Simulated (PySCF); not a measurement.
**Magnesium: a sound run and one with changed settings**

Sound run: Mg [Ne] 3s2, Mg+ [Ne] 3s1. Computed with PySCF 2.14 in x2c-SVPall (4s3p1d, 18 functions), with the spin-free X2C one-electron Hamiltonian (Gaussian nucleus). The sound run starts from symmetry-adapted Hartree-Fock orbitals and uses a fine grid where one is needed.

Changed run: initial guess atom, at most 2 SCF cycles. This setting is unsound on purpose.

| species | method | sound run (hartree) | changed run (hartree) | converged |
| --- | --- | --- | --- | --- |
| Mg | UHF | -199.83681 | -199.83681 | no |
| Mg | M06-2X | -200.29615 | -200.29615 | no |
| Mg | LDA | -199.35168 | -199.35167 | no |
| Mg+ | UHF | -199.59438 | -199.59321 | no |
| Mg+ | M06-2X | -200.00918 | -200.00882 | no |
| Mg+ | LDA | -199.06673 | -199.06656 | no |

The SCF was stopped early; the energies are upper bounds that still move, and correlated levels were skipped or rest on poor orbitals.
